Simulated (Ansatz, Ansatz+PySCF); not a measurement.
```xyz
12

C     0.0209    0.0062   -0.7137
C    -0.0247    0.0289    0.6400
C    -0.0029    1.1801   -1.5065
C     0.0360   -1.2361    1.4942
H    -0.0209   -0.9732   -1.1501
H     0.0053    0.9537    1.1447
H     0.0182    2.1851   -0.9498
H     0.9290    1.2483   -2.2077
H    -0.9126    1.2807   -2.2160
H     0.0024   -2.1623    0.8772
H     0.8624   -1.2060    2.1889
H    -0.9014   -1.2059    2.1972
```

RHF-MP2 on singlet C₄H₈ was run in several spherical basis sets with Ansatz (development build ahead of 0.2.0). Frozen core: 4 orbitals.

Q: Rank the basis sets by the total energy that they give, lowest first, with the distance from the lowest.
A. cc-pVDZ
B. 6-31G(d)
C. def2-SVP
D. 6-31G

A: A (0.00 eV), B (1.80 eV), C (3.37 eV), D (7.45 eV).

Totals follow the description of the cores as much as that of the bonds, so this order isn't one of quality for chemistry.
